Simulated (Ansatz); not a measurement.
## Ansatz (development build ahead of 0.2.0) run

```yaml
crystal:
  periodic: [false, false, false]
  atoms:
    - { symbol: O, position_ang: [0.0, 0.0, 0.0] }
    - { symbol: H, position_ang: [0.0, 0.0, 2.575] }
basis:
  gaussian: { orbitals: "6-31G" }
total_charge: 1
magnetization:
  spin_polarized: true
  initial_magnetization: 2
hamiltonian:
  xc: hf
scf:
  omitted_lower_state_checks: [starts, atomic_configurations, cluster_reference, orbital_swaps, given_window_search, neighbouring_geometries, increment]
output:
  forces: true
```

The input is written out in the form of the current development build from the run's settings.

Output:

```json
{
 "Converged": "yes",
 "Total energy": "-74.84493 hartree",
 "Spin squared of the determinant": "2.928",
 "Stability test": "minimum"
}
```

Forces (eV/Å):
| atom | Fx | Fy | Fz |
| --- | --- | --- | --- |
| O1 | 0.000 | 0.000 | 0.412 |
| H2 | 0.000 | 0.000 | -0.412 |

Caution: the unrestricted determinant is a mixture of spin states.
